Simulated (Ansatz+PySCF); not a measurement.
The numbers below are computed, except where a source is named.
## Several solutions for doublet N₂(-)

```xyz
2

N     0.0000    0.0000   -0.5489
N     0.0000    0.0000    0.5489
```

Basis set: aug-cc-pVDZ (spherical functions). Charge -1, multiplicity 2.

ROHF was run from several starts with Ansatz (development build ahead of 0.2.0) and PySCF 2.14.0.

| run | program | start | converged | energy (hartree) | <S²> |
| --- | --- | --- | --- | --- | --- |
| A | PySCF | guess atom, instabilities followed | yes | -108.85421 | 0.75 |
| B | PySCF | program defaults | yes | -108.85421 | 0.75 |
| C | Ansatz | atomic start, no search | yes | -108.85710 | 0.75 |
| D | Ansatz | search for the lowest state | yes | -108.85710 | 0.75 |
| E | PySCF | guess huckel, instabilities followed | yes | -108.85421 | 0.75 |
| F | PySCF | guess 1e, instabilities followed | yes | -108.85709 | 0.75 |
| G | Ansatz | stability test followed | yes | -108.85710 | 0.75 |
| H | PySCF | guess minao, instabilities followed | yes | -108.85421 | 0.75 |

(1) Which runs reached the lowest solution of this kind, and what is wrong with the others?

Results:

(1) C, D, F, G reached the lowest solution found. Converged but too high: A by 0.08 eV, B by 0.08 eV, E by 0.08 eV, H by 0.08 eV. Convergence only shows a stationary point, and even a stable one can lie too high; stability tests and further starts are what find lower ones.
